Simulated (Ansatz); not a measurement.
Geometry optimisation, RKS r2SCAN-D4/def2-SVP in Ansatz 0.2.0.

The input (input.yaml):

```yaml
crystal:
  periodic: [false, false, false]
  atoms:
    - { symbol: B, position_ang: [-0.2114, -0.91, 0.0454] }
    - { symbol: C, position_ang: [0.1819, 0.6525, -0.0334] }
    - { symbol: H, position_ang: [0.4065, -1.6614, 0.5393] }
    - { symbol: H, position_ang: [-1.2159, -1.1927, -0.439] }
    - { symbol: H, position_ang: [1.10878, 0.76123, -0.60255] }
    - { symbol: H, position_ang: [-0.62881, 1.19897, -0.56787] }
    - { symbol: H, position_ang: [0.30338, 1.10941, 0.94748] }
basis:
  gaussian: { orbitals: def2-SVP }
hamiltonian:
  xc: r2scan
  dispersion: d4
relax:
  f_tol: 0.015
  max_steps: 40
```

Command:

```bash
$ ansatz run input.yaml --threads 1 --pin off --max-ram 2048MiB --backend cpu --events-out ev --progress --plain --runs-dir out
```

**Question.** Where does it end, and by what steps?

**Answer.** It converged. The force dipped under the threshold on the way, but the program's further checks kept it going. After 12 steps the energy has fallen by 0.360 eV; H4 moved furthest, 0.35 Å.

| step | energy less start (eV) | largest force component (eV/Å) | accepted |
| --- | --- | --- | --- |
| 0 | 0.0000 | 4.100 | yes |
| 1 | -0.2899 | 1.275 | yes |
| 2 | -0.2912 | 1.054 | yes |
| 3 | -0.3477 | 0.293 | yes |
| 4 | -0.3547 | 0.038 | yes |
| 5 | -0.3585 | 0.014 | yes |
| 6 | -0.3418 | 0.430 | no |
| 7 | -0.3593 | 0.025 | yes |
| 8 | -0.3593 | 0.070 | no |
| 9 | -0.3596 | 0.008 | yes |
| 10 | -0.3596 | 0.062 | yes |
| 11 | -0.3596 | 0.039 | yes |
| 12 | -0.3598 | 0.001 | yes |

```xyz
7
Properties=species:S:1:pos:R:3
B -0.250 -0.850 0.047
C 0.114 0.658 -0.002
H 0.323 -1.605 0.801
H -1.058 -1.320 -0.723
H 0.936 0.676 -0.752
H -0.665 1.323 -0.403
H 0.545 1.075 0.920
```

Run time: 12 s on 1 thread of AMD EPYC 9R14 (Zen 4), on a shared host, peak memory 0.2 GiB.
